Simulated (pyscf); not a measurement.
## `[CH3][C]=[O]`, doublet

Gas-phase minimum from PySCF at ωB97X-D3(BJ)/def2-SVP, one conformer. Other isomers of H₃C–C•=O were not searched in full and may lie lower. 

```
C
H 1 1.1003
H 1 1.1003 2 107.31
H 1 1.1024 2 110.51 3 120.53
C 1 1.5116 2 108.71 3 -117.34
O 5 1.1810 1 128.45 2 -122.04
```
Charge 0, spin multiplicity 2.

Properties at ωB97X-D3(BJ)/def2-SVP:

- Harmonic wavenumbers, unscaled: 93, 472, 894, 943, 1053, 1348, 1439, 1441, 2011, 3063, 3180, 3187 cm⁻¹
- Zero-point energy: 27.3 kcal/mol
- Rotational symmetry number: 1
- Entropy of this conformer at 298 K and 1 atm, rigid rotor and harmonic oscillator, modes under 100 cm⁻¹ raised to 100: 269.5 J/(mol K)
- Dipole moment: 2.44 D
- Spin expectation value S2: 0.753

Single-point totals, which compare only within one level (frozen core for MP2 and CC):

```
level                   total energy (hartree)
----------------------  ----------------------
ωB97X-D3(BJ)/def2-TZVP              -153.29012
PBE/def2-TZVP                       -153.06171
r²SCAN/def2-TZVP                    -153.15861
B3LYP-D3(BJ)/def2-TZVP              -153.25264
PBE0-D3(BJ)/def2-TZVP               -153.06740
M06-2X/def2-TZVP                    -153.17097
ωB97M-D3(BJ)/def2-TZVP              -153.27885
UHF/def2-TZVPP                      -152.36174
MP2/def2-TZVPP                      -152.89746
CCSD/def2-TZVPP                     -152.91604
CCSD(T)/def2-TZVPP                  -152.94013
```

Soft torsions are taken as harmonic, which can shift the entropy by several J/(mol K). The CCSD(T) − MP2 part came from Ansatz, without density fitting, on the same reference.
